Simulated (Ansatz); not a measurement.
Problem. Name a neutral molecule of C, F and H with HOMO energy (PBE/def2-TZVPP) between -5.25 and -4.95 eV and HOMO energy (PBE0/def2-TZVPP) between -6.50 and -6.20 eV (Ansatz, PBE0-D4/def2-TZVP geometry).

Solution. `FC1=CC=CC1` (-5.22 eV, -6.29 eV). Other molecules can fit too; these were computed, each in one conformer that needn't be the lowest.
